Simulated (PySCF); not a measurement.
## Calculated properties of 1-buten-3-yne, `C#CC=C`

Compound: 1-buten-3-yne, C₄H₄.
Geometry (PBE0-D3(BJ)/def2-TZVP, Å), atoms numbered from 1 in this order:
```
atom  x, y, z in Å
C1     0.7570    0.4360    1.9453
C2     0.1408    0.2370    0.9315
C3    -0.6158    0.0078   -0.2454
C4    -0.0940   -0.3823   -1.4072
H5     1.3130    0.6064    2.8366
H6    -1.6875    0.1695   -0.1623
H7     0.9696   -0.5521   -1.5245
H8    -0.7274   -0.5408   -2.2708
```

Structural features include: alkyne and C=C double bond.

From PBE0-D3(BJ)/def2-TZVP geometry optimisation, gas phase (PySCF):

```yaml
Point_group: Cs
Rotational_constants_A_B_C: 51.422, 4.772, 4.367 GHz
```

From CAM-B3LYP/aug-cc-pVTZ ground state and vertical TDDFT (core frozen in the response) (PySCF):

```yaml
Dipole_moment: 0.44 D
HOMO_energy: -8.47 eV
LUMO_energy: 0.00 eV
HOMO–LUMO_gap: 8.47 eV
Lowest_singlet_excitation: 5.46 eV (227 nm, f = 0.000)
Strongest_line_among_the_10_lowest_singlet_transitions: S2 at 5.62 eV (220 nm, f = 0.261)
Lowest_triplet_excitation_Tamm–Dancoff: 3.49 eV
Static_isotropic_polarisability: 51.0 au
Electronic_spatial_extent_⟨r²⟩_about_the_centre_of_nuclear_charge: 299 bohr²
```

From B97-2/pcSseg-2 ground state and GIAO shieldings, non-relativistic (PySCF):

```yaml
13C_chemical_shifts_computed_TMS_as_zero_by_class: 138.0 (C4), 125.8 (C3), 86.6 (C1), 86.2 (C2) ppm
1H_chemical_shifts_computed_TMS_as_zero_by_class: 6.12 (H6), 6.09 (H7), 5.84 (H8), 2.84 (H5) ppm
```

B3LYP/pcJ-2 indirect spin-spin coupling, non-relativistic, gas phase (PySCF):

```yaml
Largest_of_the_computed_one-bond_spin–spin_couplings_means_over_like_bonds: 13C–1H +272.6 (C1–H5), 13C–13C +204.8 (C1–C2), 13C–1H +169.8 (C3–H6), 13C–1H +169.5 (C4–H7), 13C–1H +168.9 (C4–H8), 13C–13C +94.2 (C2–C3), 13C–13C +78.5 (C3–C4) Hz
```

Monoisotopic mass from the formula: 52.0313 u.

No computed singlet falls in the visible range (750 to 380 nm, 1.65 to 3.26 eV); S1 lies 2.20 eV above its blue end. S1 lies 3.01 eV below the HOMO–LUMO gap; its leading configuration is HOMO−1→LUMO, weight 0.93. The vertical singlet–triplet gap S1 − T1 is 1.97 eV (TDDFT singlet less Tamm–Dancoff triplet; S1: HOMO−1→LUMO, weight 0.93; T1: HOMO→LUMO, weight 0.89). The principal polarisabilities are 33.6, 41.3 and 77.9 au; their mean is the isotropic value. The largest Löwdin shares of the HOMO are 0.27 on C1, 0.23 on C4, 0.20 on C2 and 0.18 on C3. With B = h/(8π²I), that is 505.379 GHz u Å² over I, the principal moments of inertia are 9.8, 105.9 and 115.7 u Å² (most abundant isotopes).

Geometry: PBE0-D3(BJ)/def2-TZVP; no solvent, vibrations or thermal averaging.

For the spin–spin coupling job (B3LYP/pcJ-2), hardware: one thread, Intel Xeon 6975P-C (x86_64), shared host with 192 logical CPUs at a one-minute load of 29. Cost: 21 s, 0.98 GiB resident at most.
